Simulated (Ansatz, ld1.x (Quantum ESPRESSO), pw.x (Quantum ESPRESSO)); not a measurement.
Fe (Z = 26): one change to the ultrasoft potential, in the atom and in the bcc crystal

| Item | Value |
| --- | --- |
| Element | iron (Fe) |
| Generator | ld1.x (Quantum ESPRESSO) 7.5 |
| Type | ultrasoft |
| Functional | PBE |
| Relativity | scalar-relativistic |
| Frozen core | [Ar] |
| Valence charge | 8 |
| Reference configuration | 3d7 4s1 4p0 |
| Partial waves | 4s (bound): rcut 2.00, rcutus 2.55 bohr; 4s channel at 0.05 Ry: rcut 2.00, rcutus 2.55 bohr; 4p (bound, empty): rcut 2.25, rcutus 2.55 bohr; 4p channel at 1.2 Ry: rcut 2.25, rcutus 2.55 bohr; 3d (bound): rcut 1.60, rcutus 2.00 bohr; 3d channel at 0.1 Ry: rcut 1.60, rcutus 2.00 bohr |
| Local potential | all-electron potential smoothed inside 1.70 bohr (lloc = -1) |
| Core correction | none |
| Augmentation charge | built from norm-conserving waves at rcut, not smoothed further |

Change: all radii scaled by about 1.05 (s 2.66, p 2.66, d 2.10 bohr, rcut 2.10/2.36/1.68); local potential all-electron potential smoothed inside 1.78 bohr (lloc = -1).

Cutoffs, loose and tight: the cutoffs (Ry, on a coarse ladder) from which the occupation-weighted sum of valence levels, in a spherical-Bessel basis at the reference potential, stays within 10 and 1 mRy of its value at 400 Ry. They do not see the model core or the augmentation charge, which bear on the density cutoff. Test errors are all-electron minus pseudo excitation energies from the reference, over the configurations 3d6 4s2 4p0; 3d6 4s1 4p0; 3d6 4s0 4p0; 3d5 4s0 4p0; 3d6 4s1.5 4p0; 3d5 4s2 4p1; 3d7 4s0 4p0; variants that change the core or the reference have their own tests.

Crystal test: bcc Fe in pw.x 7.5, no spin, 17³ k-points, Fermi–Dirac smearing 0.01 Ry, cutoffs set for each file from its atomic test. The reference is all-electron LAPW (Ansatz 0.2.0) with the same functional, mesh and smearing; V0 and B0 come from Birch–Murnaghan fits to the pressures at five volumes. Errors are pseudo minus all-electron; Δ is the rms difference of the E(V) curves that follow from these fits, minima aligned, over ±6 % about the mean V0. Mesh and smearing are coarse, so the numbers serve the comparison and aren't converged zero-temperature values; the lattice is a test structure that the element need not adopt. Spin polarisation and strong correlation are left out, which matters for this element.

All-electron: a0 = 2.765 Å (V0 = 10.56 Å³/atom), B0 = 260.5 GPa.

**Question.** Does the change bring the crystal closer to the all-electron result?

**Answer.** The mean pressure error goes from +1.82 to +2.12 GPa, so the change moves the solid further from the all-electron pressures.

| quantity | base | changed |
| --- | --- | --- |
| outcome (atom) | generated | generated |
| cutoff, loose (atom) | 25 Ry | 21 Ry |
| cutoff, tight (atom) | 40 Ry | 40 Ry |
| bound ghosts (atom) | none | none |
| largest test error (meV) (atom) | -335 over the solved tests; 1 of 7 tests not solved or not reliable | -278 over the solved tests; 1 of 7 tests not solved or not reliable |
| cutoffs in pw.x (Ry) | 50/600 | 50/600 |
| a0 (Å) | 2.771 | 2.772 |
| a0 error (%) | +0.24 | +0.28 |
| B0 error (%) | -4.0 | -4.1 |
| Δ (meV/atom) | 4.2 | 4.9 |
| mean pressure error (GPa) | +1.82 | +2.12 |

Base: The largest radius (2.55 bohr) exceeds half the bond length (2.26 bohr), so the spheres overlap, which is one possible source of error among others. Atomic configuration tests: 1 of 7 tests not solved or not reliable. Changed file: The largest radius (2.66 bohr) exceeds half the bond length (2.26 bohr), so the spheres overlap, which is one possible source of error among others. Atomic configuration tests: 1 of 7 tests not solved or not reliable. The atomic cutoffs weigh occupied waves only.
